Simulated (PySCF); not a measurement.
**How methods differ on the ionisation energy of C**

C [He] 2s2 2p2 (3P) → C⁺ [He] 2s2 2p1 (2P), as a difference of total energies. Computed with PySCF 2.14 in dyall-acv3z, with no relativity, point nucleus. Correlated levels: valence: 1s2 frozen; virtual orbitals above 40 to 60 times the deepest correlated orbital energy dropped. The calculations carry no spin-orbit coupling.

```csv
method,ionisation energy (eV)
UHF,10.801
MP2 (valence),11.254
SCS-MP2 (valence),11.122
CCSD (valence),11.155
CCSD(T) (valence),11.184
```

Task: How much does correlation contribute at CCSD(T) (valence)?

Result: 11.184 − (10.801) = 0.383 eV, measured against UHF.

Errors of the correlated levels include the incompleteness of this basis and the frozen core.

For comparison: 11.262 eV (measured; NIST levels, between the centres of gravity of the two terms).
